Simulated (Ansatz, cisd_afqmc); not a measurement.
System: LiF, charge 0, singlet. LiF (SMILES [Li][F]).
B3LYP-D3(BJ)/def2-TZVP minimum from Ansatz (a first-principles code):
```
Li
F 1 1.5615
```

Total energies in def2-QZVPP, 8 correlated electrons, 2 frozen orbitals. Radicals and triplets start from unrestricted determinants; spin-orbit coupling is neglected. Cores are frozen in correlated methods. No relativity. The Monte Carlo rows (phaseless AFQMC, CISD trial, step 0.005/hartree) carry one-sigma bars that omit the constraint's bias. Outlying blocks are dropped, and bars are widened where a walk drifts. Over all cases where full CI ran beside it in this data, AFQMC minus full CI had a median of +0.1 mEh and passed +0.4 mEh in a tenth of the cases.

| method | program | energy (Eh) | minus CCSDT(Q) (mEh) |
|---|---|---|---|
| HF | Ansatz | -106.99176 | 307.67 |
| MP2 | Ansatz | -107.29454 | 4.89 |
| CCSD | Ansatz | -107.28998 | 9.44 |
| CCSD(T) | Ansatz | -107.29915 | 0.28 |
| CCSDT(Q) | Ansatz | -107.29942 | 0.00 |
| AFQMC/CISD | cisd_afqmc | -107.2991 ± 0.0005 | 0.3 ± 0.5 |

Rough core times of Ansatz's runs on a shared machine: CCSD(T) under 20 s, CCSDT(Q) 2 min.
